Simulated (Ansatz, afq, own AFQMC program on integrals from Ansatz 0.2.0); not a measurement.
AFQMC on a folder of integrals that Ansatz 0.2.0 wrote.

```yaml
crystal:
  periodic: [false, false, false]
  atoms:
    - {symbol: Br, position_ang: [0.000000, 0.000000, -1.724667]}
    - {symbol: H, position_ang: [0.000000, 0.000000, 0.030333]}
    - {symbol: Br, position_ang: [0.000000, 0.000000, 1.694333]}
basis:
  gaussian: {orbitals: cc-pVTZ}
magnetization: {spin_polarized: true, initial_magnetization: 1}
correlation: {method: ccsd_t, electrons: outside_noble_gas, hamiltonian_folder: ham}
```

```sh
$ ansatz run in.yaml --threads 1 --pin off --events-out ev --progress --plain --max-ram 24576MiB --backend cuda --devices 0, --max-vram 18GiB
```

afq runs on the folder ham with

```
--method phaseless --trial cisd --walkers 2500 --populations 20 --least-time 60 --time-step 0.005 --steps-per-block 50 --equilibration-blocks 28 --max-blocks 4000 --target-error 0.00023 --factor-cut 1e-05 --start spin_pure --seed 4448 --release-times 0.24,0.51,0.99,1.5 --release-step 0.03 --release-every 4 --taylor-order 6
```

Times are imaginary, in 1/Eh. The walk had a cap of 244 s. With eight or more populations the least sampling time is a fifth of least-time, and the error comes from their spread. Filled inner d shells are frozen with the cores.

afq prints:

```
orbitals 72  electrons 8 7  factors 509 of 633
reference energy -5145.46023420 Eh
CCSD correlation -0.35985004 Eh in 11 cycles, weight of the determinant in the CISD state 0.8485
energy of the start -5145.814835 Eh
 block  time / (1/Eh)  mean weight  energy / Eh
     1     0.250  1.0001  -5145.810910
     2     0.500  0.9999  -5145.816809
     3     0.750  0.9999  -5145.822267
     4     1.000  1.0001  -5145.826651
     5     1.250  1.0001  -5145.828282
     8     2.000  0.9999  -5145.832937
    11     2.750  1.0002  -5145.834265
    17     4.250  1.0001  -5145.835239
    23     5.750  1.0003  -5145.835803
    29     7.250  1.0007  -5145.836089
    33     8.250  0.9997  -5145.836536
    35     8.750  1.0003  -5145.835128
    41    10.250  1.0003  -5145.834678
    47    11.750  0.9998  -5145.834455
    53    13.250  0.9998  -5145.835912
    59    14.750  1.0001  -5145.835006
    65    16.250  0.9998  -5145.833426
    71    17.750  0.9994  -5145.835871
    77    19.250  0.9998  -5145.834750
    83    20.750  0.9997  -5145.834196
    87    21.750  1.0003  -5145.835452
error from the spread of 20 populations
released: time / (1/Eh)  energy / Eh  error  mean overlap
  0.24  -5145.835038  0.000181  1.0031
  0.51  -5145.836428  0.001113  0.9997
  0.99  -5145.835347  0.000196  0.9958
  1.50  -5145.835464  0.000282  0.9882
energy -5145.834988 +/- 0.000202 Eh
(rows thinned)
```

The run passed its tests (sampling time, drift between the halves within three errors, error under three times the target), which doesn't prove that it has relaxed.

Against this walk (error 5.5 meV) on the same determinant: CCSD(T) 33.2 meV higher, CCSDT(Q) 17.7 meV lower. The error is statistical and leaves out the bias of the constraint. The released energies have errors that jump between times, so the bars are unsure (meV from the phaseless value at times in 1/Eh: -1 ± 5 at 0.24, -39 ± 30 at 0.51, -10 ± 5 at 0.99, -13 ± 8 at 1.50), so they give no level.

Cautions: constraint bias not in the error; no relativity below Rb; no spin-orbit coupling; inner d shell frozen; unrestricted determinant slightly spin contaminated (⟨S²⟩ 0.83 against 0.75).

The walk took 100 s on 1 × NVIDIA H100 80GB HBM3 with 2 threads of AMD EPYC 7R13 Processor (Zen 3) (shared host) (the card was shared). The log's last line is the phaseless energy.

CCSDT and higher add their correlation energy to the determinant of the CCSD(T) run, since their own runs factorise the integrals more tightly (a shift of under 2 meV). A walk keeps the symmetry of its determinant, which the program's search chose and which needn't be the lowest solution, so a lower state of the same spin and another symmetry isn't excluded.
